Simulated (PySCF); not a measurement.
methanethiol (CH4S), SMILES CS. Atoms are numbered in the order given.

```xyz
6

C      0.0198     1.1571     0.0000
S     -0.0868    -0.6628     0.0000
H      0.5214     1.5239     0.8930
H     -1.0064     1.5205     0.0000
H      0.5214     1.5239    -0.8930
H      1.2339    -0.9056     0.0000
```
Charge 0, spin multiplicity 1.

Geometry: B3LYP-D3(BJ)/def2-TZVP.

Computed with PySCF with SMD-ωB97X/6-31G*.

Solvation free energies are E(SMD) − E(gas) at the gas-phase geometry, for 1 M in both phases. In vacuum the dipole moment is 1.79 D.

| solvent | ΔG(solv) (kcal/mol) | its non-electrostatic (CDS) part | dipole (D) |
|---|---|---|---|
| water | -1.2 | 2.0 | 2.24 |
| ethanol | ? | ? | ? |
| ethylethanoate | -3.2 | -0.7 | 2.14 |

### Question
Complete the blanks. (The exact figures need the calculation; the answer reports its results.)

### Answer

- ethanol, ΔG(solv) (kcal/mol): -3.7
- ethanol, its non-electrostatic (CDS) part: -0.6
- ethanol, dipole (D): 2.22
